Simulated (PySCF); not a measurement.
Species: C₃H₄.
SMILES with atom numbers: `[CH2:1]=[C:2]=[CH2:3]` (hydrogens: H4, H5 on C1; H6, H7 on C3)

Computed by this run: PBE0-D3(BJ)/def2-SVP geometry optimisation, gas phase in PySCF 2.14.0; density fitting, grid level 1; the optimiser is geomeTRIC in internal coordinates, started from a GFN2-xTB structure.

Step 0: E = -3168.0469 eV
```
atom  x, y, z in Å  |  force x, y, z in eV/Å
C1     -1.2931   -0.0023    0.0033   -0.461  -0.001   0.004
C2      0.0004    0.0001   -0.0035    0.010   0.001  -0.001
C3      1.2940    0.0036   -0.0110    0.451  -0.002   0.000
H4     -1.8578    0.6219    0.6771   -0.275   0.384   0.420
H5     -1.8628   -0.6287   -0.6644   -0.278  -0.386  -0.418
H6      1.8556    0.6777   -0.6375    0.274   0.418  -0.394
H7      1.8671   -0.6673    0.6089    0.278  -0.414   0.388
```

**Question.** Estimate the geometry and energy of step 1. (The exact step hangs on the optimiser's Hessian estimate; all steps are aligned on step 0, rigid shifts and turns removed.)

**Answer.** E = -3168.0829 eV, largest force 0.087 eV/Å
```
atom  x, y, z in Å  |  force x, y, z in eV/Å
C1     -1.3064   -0.0024    0.0035   -0.087   0.000   0.000
C2      0.0005    0.0006   -0.0038    0.000   0.000   0.000
C3      1.3073    0.0037   -0.0112    0.087   0.001  -0.001
H4     -1.8716    0.6348    0.6932    0.018  -0.021  -0.021
H5     -1.8764   -0.6420   -0.6801    0.019   0.021   0.022
H6      1.8696    0.6920   -0.6525   -0.018  -0.022   0.020
H7      1.8803   -0.6817    0.6238   -0.019   0.022  -0.020
```

The energy changes by -0.0360 eV. The first-order estimate −F·Δx gives -0.0743 eV and the mean of the old and new forces, exact on a quadratic surface, -0.0366 eV. The step makes an angle of 10° with the force vector and moves no atom by more than 0.025 Å.

The cost below is that of the whole optimisation. Time: 2.3 s; peak memory 0.31 GiB. Hardware: an Arm Neoverse V1 with one thread, shared host with 32 logical CPUs at a one-minute load of 19.
